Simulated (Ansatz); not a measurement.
The input, for Ansatz 0.2.0:

```yaml
crystal:
  periodic: [false, false, false]
  atoms:
    - {symbol: B, position_ang: [-0.109220, 0.000008, 0.096402]}
    - {symbol: H, position_ang: [0.317090, 0.539087, -0.984537]}
    - {symbol: H, position_ang: [0.537379, -0.000042, 0.935086]}
    - {symbol: H, position_ang: [0.317007, -0.539134, -0.984538]}
basis:
  gaussian: {orbitals: cc-pVDZ}
magnetization: {spin_polarized: false, initial_magnetization: 2}
correlation: {method: sc_nevpt2, electrons: outside_noble_gas, active_space: {window: {electrons: 4, orbitals: 4}}}
```

```sh
$ ansatz run in.yaml --threads 1 --pin off --events-out ev --progress --plain --max-ram 2393MiB
```

Task: Roughly how long does this take on 1 thread of Arm Neoverse V2, shared host, and how much host memory?

Result: 0.24 s wall and 0.06 GiB.

```
261 factors; integrals over basis functions are off by at most 1.2e-3 eV
mean field evaluation 1: about -713.3776 eV, gradient 1.1e1 eV
mean field evaluation 2: about -713.3781 eV, gradient 1.1e1 eV
mean field evaluation 4: about -714.2326 eV, gradient 5.3e-1 eV
mean field evaluation 8: about -714.2352 eV, gradient 1.1e-4 eV
mean field -714.23522568 eV, -26.2476604178 hartree, gradient 9.1e-7 eV, S^2 2.000000; 0 other end points of the search recorded, 0 dependent functions left out
reference -714.23522568 eV, -26.2476604178 hartree; 5, 3 occupied and 24, 26 virtual orbitals, 261 factors
state -714.56871898 eV, -26.2599160704 hartree
state -714.56871898 eV, -26.2599160704 hartree; corrected -716.56694718 eV, -26.3333496024 hartree
state -714.54318687 eV, -26.2589777827 hartree
state -714.54318687 eV, -26.2589777827 hartree; corrected -716.53554057 eV, -26.3321954306 hartree
state -714.56871898 eV, -26.2599160704 hartree; corrected -716.56694718 eV, -26.3333496024 hartree
Total energy: -716.56694718 eV, -26.3333496024 hartree
```
